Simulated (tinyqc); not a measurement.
Inside a calculation. Method: extended Hueckel theory, for N2. One step of it, computed by the program tinyqc.

Problem. Wolfsberg-Helmholz matrix. H_ij = K' S_ij (H_ii + H_jj)/2 for i != j (the diagonal keeps H_ii), with K' = 1.75.

overlap S:
```
            1N 2s    1N 2px    1N 2py     1N 2pz     2N 2s    2N 2px    2N 2py     2N 2pz
1N 2s    1.000000  0.000000  0.000000   0.000000  0.522014  0.000000  0.000000  -0.477028
1N 2px   0.000000  1.000000  0.000000   0.000000  0.000000  0.347779  0.000000   0.000000
1N 2py   0.000000  0.000000  1.000000   0.000000  0.000000  0.000000  0.347779   0.000000
1N 2pz   0.000000  0.000000  0.000000   1.000000  0.477028  0.000000  0.000000  -0.282889
2N 2s    0.522014  0.000000  0.000000   0.477028  1.000000  0.000000  0.000000   0.000000
2N 2px   0.000000  0.347779  0.000000   0.000000  0.000000  1.000000  0.000000   0.000000
2N 2py   0.000000  0.000000  0.347779   0.000000  0.000000  0.000000  1.000000   0.000000
2N 2pz  -0.477028  0.000000  0.000000  -0.282889  0.000000  0.000000  0.000000   1.000000
```

diagonal H_ii (eV): 1N 2s -26.000000, 1N 2px -13.400000, 1N 2py -13.400000, 1N 2pz -13.400000, 2N 2s -26.000000, 2N 2px -13.400000, 2N 2py -13.400000, 2N 2pz -13.400000

K = 1.750000

Give: H.

Solution.

H (eV):
```
          1N 2s   1N 2px   1N 2py   1N 2pz    2N 2s   2N 2px   2N 2py   2N 2pz
1N 2s   -26.000    0.000    0.000    0.000  -23.752    0.000    0.000   16.446
1N 2px    0.000  -13.400    0.000    0.000    0.000   -8.155    0.000    0.000
1N 2py    0.000    0.000  -13.400    0.000    0.000    0.000   -8.155    0.000
1N 2pz    0.000    0.000    0.000  -13.400  -16.446    0.000    0.000    6.634
2N 2s   -23.752    0.000    0.000  -16.446  -26.000    0.000    0.000    0.000
2N 2px    0.000   -8.155    0.000    0.000    0.000  -13.400    0.000    0.000
2N 2py    0.000    0.000   -8.155    0.000    0.000    0.000  -13.400    0.000
2N 2pz   16.446    0.000    0.000    6.634    0.000    0.000    0.000  -13.400
```
